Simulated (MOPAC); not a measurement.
MOPAC input (PM7):

```
PM7 PRECISE GNORM=0.05 LET XYZ CHARGE=1 GEO-OK AUX(PRECISION=9) THREADS=1
CH

C    -0.00000000 1   -0.00000000 1   -0.16250200 1
H     0.00000000 1    0.00000000 1    0.97501202 1
```

**Question.** What heat of formation does the run end on?

**Answer.** 332.44 kcal/mol.
